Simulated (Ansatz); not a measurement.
Steps of a relaxation of `C#CCNCO` with RKS PBE-D4/def2-SVP.

```sh
$ ansatz run in.yaml --threads 4 --pin off --events-out ev --progress --plain --max-ram 10444MiB
```

```yaml
crystal:
  periodic: [false, false, false]
  atoms:
    - {symbol: C, position_ang: [1.877900, -1.526900, -1.304400]}
    - {symbol: C, position_ang: [1.174500, -1.175900, -0.356100]}
    - {symbol: C, position_ang: [0.350200, -0.792300, 0.806400]}
    - {symbol: N, position_ang: [-0.020600, 0.595800, 0.737600]}
    - {symbol: C, position_ang: [-1.135300, 0.732400, -0.260500]}
    - {symbol: O, position_ang: [-1.572200, 2.091400, -0.165300]}
    - {symbol: H, position_ang: [2.434300, -1.752300, -2.165300]}
    - {symbol: H, position_ang: [-0.414700, -1.470200, 0.959900]}
    - {symbol: H, position_ang: [1.015500, -0.864000, 1.756100]}
    - {symbol: H, position_ang: [0.686500, 1.183700, 0.490000]}
    - {symbol: H, position_ang: [-0.803700, 0.551900, -1.243300]}
    - {symbol: H, position_ang: [-1.975500, 0.100700, -0.014100]}
    - {symbol: H, position_ang: [-1.596300, 2.290800, 0.773700]}
basis:
  gaussian: {orbitals: def2-SVP}
hamiltonian: {xc: pbe, dispersion: d4}
relax: {f_tol: 0.03, max_steps: 200}
```

Positions (Å) and forces (eV/Å) along the path, 9 of 9 steps:

```xyz
13
step=1 energy=-7780.7969 eV
C     1.878   -1.527   -1.304   -1.237    0.735    1.548
C     1.175   -1.176   -0.356    0.388   -0.947   -0.427
C     0.350   -0.792    0.806    4.920    1.814    0.913
N    -0.021    0.596    0.738   -5.593   -2.653    0.271
C    -1.135    0.732   -0.261    0.656    3.013    2.960
O    -1.572    2.091   -0.165    0.188   -0.366   -1.517
H     2.434   -1.752   -2.165    0.770   -0.340   -1.050
H    -0.415   -1.470    0.960   -2.548   -1.547    0.356
H     1.016   -0.864    1.756   -0.576   -0.360   -1.004
H     0.686    1.184    0.490    3.074    2.167   -1.121
H    -0.804    0.552   -1.243    0.494   -0.270   -2.171
H    -1.976    0.101   -0.014   -0.488   -1.219    0.414
H    -1.596    2.291    0.774   -0.049   -0.029    0.829
13
step=2 energy=-7781.4128 eV
C     1.881   -1.581   -1.302   -0.222    0.278    0.108
C     1.206   -1.220   -0.346   -0.025   -0.302    0.091
C     0.417   -0.791    0.826    1.381    0.473    0.114
N    -0.062    0.582    0.742   -1.483   -0.187   -0.096
C    -1.139    0.803   -0.253    0.204    0.636    1.052
O    -1.622    2.137   -0.174    0.479   -0.538   -0.153
H     2.437   -1.825   -2.189    0.168   -0.131   -0.153
H    -0.407   -1.485    0.976   -0.760   -0.363    0.087
H     1.070   -0.913    1.742   -0.325    0.146   -0.398
H     0.684    1.224    0.518    0.759    0.380   -0.122
H    -0.791    0.652   -1.282    0.027   -0.054   -0.652
H    -1.942    0.073   -0.024   -0.112   -0.345   -0.037
H    -1.712    2.308    0.781   -0.092    0.009    0.159
13
step=3 energy=-7781.4885 eV
C     1.855   -1.606   -1.309   -0.010    0.150   -0.188
C     1.200   -1.232   -0.346   -0.040   -0.090    0.165
C     0.438   -0.766    0.829   -0.008   -0.116   -0.098
N    -0.070    0.599    0.749   -0.100    0.132   -0.210
C    -1.112    0.812   -0.257    0.117    0.185    0.213
O    -1.606    2.126   -0.146   -0.015   -0.191    0.332
H     2.405   -1.875   -2.203   -0.009   -0.056    0.104
H    -0.429   -1.448    0.991    0.029    0.010    0.007
H     1.074   -0.873    1.734    0.020    0.041    0.025
H     0.702    1.253    0.548   -0.021   -0.064    0.058
H    -0.752    0.709   -1.311   -0.074   -0.021    0.013
H    -1.895    0.025   -0.079    0.071    0.041   -0.069
H    -1.790    2.242    0.816    0.042   -0.023   -0.351
13
step=4 energy=-7781.4966 eV
C     1.840   -1.608   -1.314   -0.048    0.148   -0.102
C     1.192   -1.237   -0.344    0.009   -0.100    0.098
C     0.439   -0.766    0.833   -0.073   -0.045   -0.063
N    -0.067    0.602    0.748    0.056    0.094   -0.100
C    -1.098    0.821   -0.259    0.013   -0.005    0.010
O    -1.612    2.120   -0.140   -0.024   -0.050    0.174
H     2.387   -1.884   -2.205    0.013   -0.060    0.051
H    -0.427   -1.447    1.006    0.052    0.034    0.002
H     1.082   -0.861    1.734    0.017    0.016    0.024
H     0.710    1.254    0.562   -0.037   -0.065    0.053
H    -0.739    0.730   -1.315   -0.010    0.006    0.026
H    -1.869    0.019   -0.105    0.019    0.015   -0.020
H    -1.819    2.222    0.814    0.013    0.011   -0.152
13
step=5 energy=-7781.4852 eV rejected
C     1.811   -1.590   -1.310   -0.071    0.053    0.064
C     1.182   -1.260   -0.312    0.398   -0.246   -0.588
C     0.441   -0.772    0.840   -0.228    0.141    0.303
N    -0.050    0.596    0.716   -0.171    0.072    0.025
C    -1.089    0.816   -0.284    0.090    0.113    0.438
O    -1.638    2.093   -0.111   -0.056    0.276   -0.270
H     2.359   -1.874   -2.198   -0.003   -0.025    0.027
H    -0.424   -1.447    1.032   -0.023    0.046    0.043
H     1.083   -0.839    1.743    0.029   -0.022    0.085
H     0.728    1.251    0.554   -0.047   -0.095   -0.025
H    -0.725    0.771   -1.337   -0.027    0.050   -0.079
H    -1.842   -0.005   -0.161    0.034   -0.076    0.024
H    -1.817    2.225    0.842    0.075   -0.287   -0.046
13
step=6 energy=-7781.5019 eV
C     1.826   -1.602   -1.319   -0.037    0.083   -0.043
C     1.187   -1.248   -0.337    0.044   -0.073   -0.012
C     0.439   -0.767    0.835   -0.043    0.038    0.051
N    -0.059    0.603    0.739    0.020   -0.001    0.008
C    -1.089    0.824   -0.265    0.013   -0.016   -0.012
O    -1.624    2.112   -0.131   -0.009    0.038   -0.041
H     2.375   -1.890   -2.205    0.011   -0.039    0.020
H    -0.427   -1.441    1.021    0.005    0.001   -0.001
H     1.084   -0.850    1.737    0.007   -0.004   -0.003
H     0.721    1.252    0.568   -0.007   -0.009    0.001
H    -0.728    0.754   -1.320   -0.002    0.006   -0.002
H    -1.849    0.008   -0.128    0.008    0.001    0.000
H    -1.835    2.211    0.818   -0.010   -0.025    0.034
13
step=7 energy=-7781.5042 eV
C     1.802   -1.600   -1.326   -0.027    0.029    0.003
C     1.178   -1.255   -0.330    0.067   -0.046   -0.054
C     0.442   -0.762    0.844   -0.045    0.037    0.025
N    -0.052    0.608    0.737    0.031   -0.014    0.033
C    -1.072    0.830   -0.275   -0.039   -0.038    0.002
O    -1.636    2.103   -0.122   -0.014    0.050   -0.056
H     2.347   -1.905   -2.208    0.000   -0.014    0.006
H    -0.425   -1.433    1.041    0.000    0.004    0.005
H     1.093   -0.840    1.742    0.001    0.002    0.000
H     0.731    1.257    0.580   -0.002   -0.004   -0.002
H    -0.699    0.787   -1.329    0.003    0.016    0.025
H    -1.817   -0.003   -0.163    0.017    0.013   -0.007
H    -1.870    2.178    0.824    0.009   -0.034    0.020
13
step=8 energy=-7781.5049 eV
C     1.784   -1.605   -1.332   -0.008   -0.013    0.014
C     1.175   -1.260   -0.328    0.024    0.014   -0.039
C     0.445   -0.756    0.847   -0.020    0.007    0.047
N    -0.049    0.614    0.740   -0.005   -0.017    0.009
C    -1.061    0.835   -0.280    0.019    0.008   -0.062
O    -1.650    2.097   -0.116   -0.022    0.001    0.018
H     2.322   -1.927   -2.213   -0.004    0.003    0.000
H    -0.421   -1.425    1.055    0.007   -0.001   -0.003
H     1.102   -0.827    1.742    0.003   -0.013    0.000
H     0.735    1.264    0.594   -0.014   -0.003   -0.006
H    -0.669    0.821   -1.327   -0.014   -0.006    0.019
H    -1.792   -0.013   -0.197    0.022    0.025    0.015
H    -1.901    2.147    0.828    0.011   -0.007   -0.012
13
step=9 energy=-7781.5051 eV
C     1.780   -1.606   -1.332    0.002   -0.018    0.000
C     1.175   -1.257   -0.327    0.002    0.014    0.001
C     0.446   -0.754    0.850   -0.003   -0.006   -0.003
N    -0.050    0.615    0.741    0.007    0.020   -0.005
C    -1.057    0.837   -0.284   -0.024   -0.023    0.012
O    -1.655    2.095   -0.115    0.010   -0.005   -0.001
H     2.314   -1.931   -2.214   -0.002    0.007    0.000
H    -0.419   -1.425    1.058   -0.002    0.000   -0.004
H     1.103   -0.827    1.744   -0.001    0.007   -0.001
H     0.733    1.266    0.598    0.003   -0.004    0.005
H    -0.664    0.827   -1.331   -0.001    0.003    0.013
H    -1.784   -0.014   -0.202    0.006    0.007   -0.014
H    -1.902    2.138    0.830    0.004   -0.001   -0.001
```

It took 10 s on 4 threads of an Arm Neoverse V2 on a shared host, with 0.16 GiB of host memory at the peak.
